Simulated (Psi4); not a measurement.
# O3 (ozone): B2PLYP/6-31G(d) (density fitting with cc-pvtz-jkfit, density fitting for correlation, spherical functions, sweep point 4)

What is the vertical ionisation energy of O3 (ozone) at B2PLYP/6-31G* (density fitting with cc-pvtz-jkfit, density fitting for correlation, spherical functions, sweep point 4)? Input form: a Python script.

The results are computed with Psi4 1.11.

2 further runs of the same task are left out: 2 set aside as unsound or not needed.

## 1. The system as given

O3 has 3 atoms, charge 0, and is taken as a singlet. As SMILES, `O=[O+][O-]`. Geometry: relaxed at PBE0-D4/def2-TZVP.

Bond lengths: O1–O2 1.238 Å, O2–O3 1.238 Å. Angles: O1–O2–O3 118.4°.

## 2. The energy at B2PLYP/6-31G(d) (density fitting with cc-pvtz-jkfit, density fitting for correlation, spherical functions, sweep point 4)

run.py reads:

```python
import psi4

psi4.set_memory('1600 MB')
psi4.set_num_threads(1)
psi4.set_output_file('o3.out', False)

molecule = psi4.geometry("""
0 1
O      1.60381056    -1.01270423     0.77384285
O     -0.43255831    -0.60017702    -0.30122234
O     -1.17125225     1.61288125    -0.47262050
units bohr
symmetry c1
""")

options = {'basis': '6-31G*', 'puream': True, 'scf_type': 'df', 'dft_radial_points': 99, 'dft_spherical_points': 590, 'num_frozen_docc': 3, 'df_basis_scf': 'cc-pvtz-jkfit'}
psi4.set_options(options)

e_tot = psi4.energy("B2PLYP", molecule=molecule)
print('E =', round(e_tot, 9))
```

Started as:

```sh
python run.py
```

o3.out (excerpt; [...] marks lines left out):

```text
[...]
  Running in c1 symmetry.
[...]
  Nuclear repulsion =   70.641648351295615
[...]
  Multiplicity = 1
[...]
  Nalpha       = 12
  Nbeta        = 12
[...]
    Number of basis functions: 42
[...]
   @DF-RKS iter   1:  -224.87357561406486   -2.12809e-01   1.50630e-02 ADIIS/DIIS
[...]
   @DF-RKS iter   9:  -225.01548817283702   -9.63027e-09   5.85323e-07 DIIS
[...]
    Orbital Energies [Eh]
    ---------------------
    Doubly Occupied:
       1A    -20.065410     2A    -19.866505     3A    -19.866409
       4A     -1.556980     5A     -1.255842     6A     -0.897982
       7A     -0.700990     8A     -0.694786     9A     -0.681132
      10A     -0.433139    11A     -0.417458    12A     -0.413393
[...]
  @DF-RKS Final Energy:  -225.01548817283702
   => Energetics <=
    Nuclear Repulsion Energy =             70.6416483512956148
    One-Electron Energy =                -448.8148711703506137
    Two-Electron Energy =                 165.3870781393932816
    DFT Exchange-Correlation Energy =     -12.2293434931752873
    Empirical Dispersion Energy =           0.0000000000000000
    VV10 Nonlocal Energy =                  0.0000000000000000
    Total Energy =                       -225.0154881728370242
[...]
 Multipole Moments:
 ------------------------------------------------------------------------------------
     Multipole            Electronic (a.u.)      Nuclear  (a.u.)        Total (a.u.)
 ------------------------------------------------------------------------------------
 L = 1.  Multiply by 2.5417464519 to convert [e a0] to [Debye]
 Dipole X            :         -0.1793241            0.0000000           -0.1793241
 Dipole Y            :         -0.2061974           -0.0000000           -0.2061974
 Dipole Z            :         -0.0000000            0.0000000           -0.0000000
 Magnitude           :                                                    0.2732664
[...]
```

On the terminal:

```text
E = -225.223159496
```

It took 2.4 s on 1 thread of Intel Xeon 6975P-C (Granite Rapids), shared host; peak memory 0.39 GiB.

## 3. The doublet cation at the same level

run.py reads:

```python
import psi4

psi4.set_memory('1600 MB')
psi4.set_num_threads(1)
psi4.set_output_file('psi4.out', False)

molecule = psi4.geometry("""
1 2
O      1.60381056    -1.01270423     0.77384285
O     -0.43255831    -0.60017702    -0.30122234
O     -1.17125225     1.61288125    -0.47262050
units au
symmetry c1
""")

psi4.set_options({
    'basis': '6-31G*',
    'reference': 'uks',
    'puream': True,
    'scf_type': 'df',
    'dft_radial_points': 99,
    'dft_spherical_points': 590,
    'num_frozen_docc': 3,
    'df_basis_scf': 'cc-pvtz-jkfit',
    'maxiter': 150,
})

e, wfn = psi4.energy("b2plyp", molecule=molecule, return_wfn=True)
print(f'total energy {e:.8f} hartree = {e * 27.211386:.5f} eV')
for k, v in sorted(psi4.core.scalar_variables().items()):
    print(f'{k:45s} {v:18.10f}')
```

Started as:

```sh
python run.py
```

psi4.out (excerpt; [...] marks lines left out):

```text
[...]
  Running in c1 symmetry.
[...]
  Nuclear repulsion =   70.641648351295615
[...]
  Multiplicity = 2
[...]
  Nalpha       = 12
  Nbeta        = 11
[...]
    Number of basis functions: 42
[...]
   @DF-UKS iter   1:  -224.32687410973537    3.33893e-01   1.74694e-02 DIIS/ADIIS
[...]
   @DF-UKS iter  12:  -224.53593989157636   -8.35834e-09   7.61302e-07 DIIS
[...]
   @S^2 Observed:                7.728215620E-01
[...]
    Orbital Energies [Eh]
    ---------------------
    Alpha Occupied:
       1A    -20.486972     2A    -20.315323     3A    -20.315219
       4A     -1.966367     5A     -1.676072     6A     -1.309882
       7A     -1.105539     8A     -1.088038     9A     -1.080717
      10A     -0.858176    11A     -0.858119    12A     -0.809560
    Alpha Virtual:
      13A     -0.506586    14A     -0.184209    15A     -0.093762
      16A      0.445911    17A      0.509112    18A      0.517723
      19A      0.528880    20A      0.604000    21A      0.624691
      22A      0.662805    23A      0.697195    24A      0.708114
      25A      0.756816    26A      1.091111    27A      1.104152
[...]
  @DF-UKS Final Energy:  -224.53593989157636
   => Energetics <=
    Nuclear Repulsion Energy =             70.6416483512956148
    One-Electron Energy =                -439.2303800278752988
    Two-Electron Energy =                 156.0462664010198068
    DFT Exchange-Correlation Energy =     -11.9934746160164778
    Empirical Dispersion Energy =           0.0000000000000000
    VV10 Nonlocal Energy =                  0.0000000000000000
    Total Energy =                       -224.5359398915763620
[...]
 Multipole Moments:
 ------------------------------------------------------------------------------------
     Multipole            Electronic (a.u.)      Nuclear  (a.u.)        Total (a.u.)
 ------------------------------------------------------------------------------------
 L = 1.  Multiply by 2.5417464519 to convert [e a0] to [Debye]
 Dipole X            :         -0.0564931            0.0000000           -0.0564931
 Dipole Y            :         -0.0646179           -0.0000000           -0.0646179
 Dipole Z            :          0.0000000            0.0000000            0.0000000
 Magnitude           :                                                    0.0858309
[...]
```

Standard output:

```text
total energy -224.77527611 hartree = -6116.44680 eV
B2PLYP DOUBLE-HYBRID CORRECTION ENERGY             -0.2393362215
B2PLYP TOTAL ENERGY                              -224.7752761131
CURRENT ENERGY                                   -224.7752761131
CURRENT REFERENCE ENERGY                         -224.5359398916
DD SOLVATION ENERGY                                 0.0000000000
DFT FUNCTIONAL TOTAL ENERGY                      -224.5359398916
DFT TOTAL ENERGY                                 -224.7752761131
DFT VV10 ENERGY                                     0.0000000000
DFT XC ENERGY                                     -11.9934746160
DOUBLE-HYBRID CORRECTION ENERGY                    -0.2393362215
GRID ELECTRONS ALPHA                               12.0000000550
GRID ELECTRONS BETA                                11.0000000784
GRID ELECTRONS TOTAL                               23.0000001334
NUCLEAR REPULSION ENERGY                           70.6416483513
ONE-ELECTRON ENERGY                              -439.2303800279
PCM POLARIZATION ENERGY                             0.0000000000
PE ENERGY                                           0.0000000000
SCF ITERATION ENERGY                             -224.5359398916
SCF ITERATIONS                                     12.0000000000
SCF TOTAL ENERGY                                 -224.5359398916
TWO-ELECTRON ENERGY                               156.0462664010
XC GRID RADIAL POINTS                              99.0000000000
XC GRID SPHERICAL POINTS                          590.0000000000
XC GRID TOTAL POINTS                           161837.0000000000
```

Wall time 4.2 s (1 thread of Intel Xeon 6975P-C (Granite Rapids), shared host); peak memory 0.39 GiB.

## 4. Outcome

Level: B2PLYP/6-31G* (density fitting with cc-pvtz-jkfit, density fitting for correlation, spherical functions, sweep point 4), 3 core orbitals frozen.

```
                                                                quantity          value
                                                singlet O3: total energy  -225.22316 Eh
                           singlet O3: HOMO energy (SCF part's orbitals)      -11.25 eV
                           singlet O3: LUMO energy (SCF part's orbitals)       -3.11 eV
                         singlet O3: HOMO–LUMO gap (SCF part's orbitals)        8.14 eV
                                            doublet cation: total energy  -224.77528 Eh
doublet cation: HOMO energy (SCF part's orbitals) (highest over α and β)      -20.31 eV
 doublet cation: LUMO energy (SCF part's orbitals) (lowest over α and β)      -14.72 eV
                                                    doublet cation: ⟨S²⟩          0.773
                      vertical ionisation energy (to the doublet cation)      12.188 eV
```

Removing an electron at fixed nuclei costs 12.19 eV (281 kcal/mol). The negative HOMO energy of the first species, 11.25 eV, lies 0.94 eV below that difference.
